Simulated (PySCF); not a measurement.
Protonation sites of methanethial

Parent: methanethial, `C=S` (CH2S). Coordinates in Å; atoms count from 1 in this order:
```
C    -0.0972    0.0164   -0.2053
S     1.4532   -0.1948   -0.5688
H    -0.6785    0.8774   -0.5724
H    -0.6567   -0.6891    0.4297
```

Energies: ωB97X-D3(BJ)/def2-TZVP (PySCF, density fitting, integration grid level 2) on PBE0-D3(BJ)/def2-SVP structures. Zero-point and thermal terms (298.15 K, 1 bar) come from unscaled PBE0-D3(BJ)/def2-SVP harmonic frequencies, with soft modes damped to free rotors in the entropy.

```
                    site  product  PA / kcal/mol  GB / kcal/mol
S2 (thiocarbonyl sulfur)  C=[SH+]          187.0          180.0
```

PA is −ΔH and GB is −ΔG of B + H⁺ → BH⁺ in the gas phase.

In THF the product from S2 is solvated 57.5 kcal/mol more strongly than the parent (electrostatics only).

Measured values (NIST Chemistry WebBook, evaluated or the median of agreeing entries): proton affinity (−ΔH) 760 kJ/mol (computed 782, difference 23); gas-phase basicity (−ΔG) 730 kJ/mol (computed 753, difference 22).

Differences come from unrounded values, so a last digit can differ from that of the printed terms.
